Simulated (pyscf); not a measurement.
Optimised with ωB97X-D3(BJ)/def2-SVP in PySCF. Correlated levels are frozen-core, on RHF or UHF. ΔMP2 is the change of the MP2 total energy from the triple- to the quadruple-zeta basis.

### Question
What is the homolytic dissociation enthalpy (298 K, CCSD(T)/def2-TZVPP + ΔMP2(QZVPP)) of the C–H bond of cyclic C₄H₆ (SMILES CC1C=C1), to cyclic C₄H₅ (SMILES [CH2]C1C=C1) [doublet] + H•?

### Answer
C–H to cyclic C₄H₅ (SMILES [CH2]C1C=C1) [doublet] + H•: 405.7 kJ/mol. The radicals are drawn with the spin at the cut bond; how far it spreads was not checked. cyclic C₄H₆ (SMILES CC1C=C1) lies 137.9 kJ/mol over its isomer H₂C=CH–CH=CH₂, and others may lie lower still (electronic energy, ωB97M-D3(BJ)). cyclic C₄H₅ (SMILES [CH2]C1C=C1) [doublet] lies 121.1 kJ/mol over its isomer •HC=C=CH–CH₃, and others may lie lower still (electronic energy, ωB97M-D3(BJ)). The CCSD(T) − MP2 part came from Ansatz, without density fitting, on the same reference.
